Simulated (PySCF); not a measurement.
# Working out the ionisation energy of O

O [He] 2s2 2p4 (3P) → O+ [He] 2s2 2p3 (4S). Calculation: PySCF 2.14, in x2c-TZVPPall (5s3p2d1f, 31 functions); scalar relativity by spin-free X2C-1e. Frozen: 1s2. Energies in hartree (1 hartree = 27.21139 eV):

```csv
part,O (lower),O+ (upper)
UHF,-74.867874,-74.426619
CCSD correlation,-0.158368,-0.111403
(T),-0.002848,-0.001550
```

What does Hartree-Fock give?

(-74.426619) − (-74.867874) = 0.441255 hartree = 12.007 eV.

What do CCSD and CCSD(T) give?

The CCSD correlation energies differ by 0.046965 hartree = 1.278 eV and the triples by 0.001298 hartree = 0.035 eV, so CCSD gives 13.285 eV and CCSD(T) 13.320 eV.

Measured between the centres of the two terms (NIST): 13.608 eV, so CCSD(T) (valence) is off by -0.288 eV.

What remains against the reference includes basis incompleteness, the frozen core and higher excitations.
